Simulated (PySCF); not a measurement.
SiH₄ + Cl₂ → SiH₂ + 2 HCl

Level: B3LYP in the def2-TZVP basis family, all electrons, no relativity, computed in PySCF with density fitting; open shells unrestricted.

```
species                            state and structure      E (Eh)  ZPE (kJ/mol)  H(298 K) − H(0) (kJ/mol)  S° (J/(mol K))
   SiH₄                 singlet, Td, Si–H 1.480 Å (×4)  -291.91645          82.0                      10.5           204.5
    Cl₂                    singlet, D∞h, Cl–Cl 2.014 Å  -920.42200           3.2                       9.2           223.0
   SiH₂  singlet, C2v, Si–H 1.523 Å (×2); H–Si–H 91.5°  -290.64117          30.5                      10.0           207.4
    HCl                     singlet, C∞v, H–Cl 1.282 Å  -460.83511          17.6                       8.7           186.7
```

(1) What is the electronic reaction energy?

(2) Add zero-point, thermal and entropy terms for 298.15 K and 1 bar.

Answers

(1) At B3LYP/def2-TZVP, ΔE = 71.0 kJ/mol from the differences of the total energies times 2625.5, uphill. 

(2) ΔZPE = -19.5 and Δ[H(298) − H(0)] = 7.7 kJ/mol give ΔH° = 59.2 kJ/mol. ΔS° = 153.3 J/(mol K), so ΔG° = 59.2 − 298.15 × (0.1533) = 13 kJ/mol and log₁₀K = -2.4. ΔG° would change sign near 390 K if ΔH° and ΔS° stayed fixed.

Only the bonding shown was studied: isomers, or loss of a ligand pair, can lie lower.
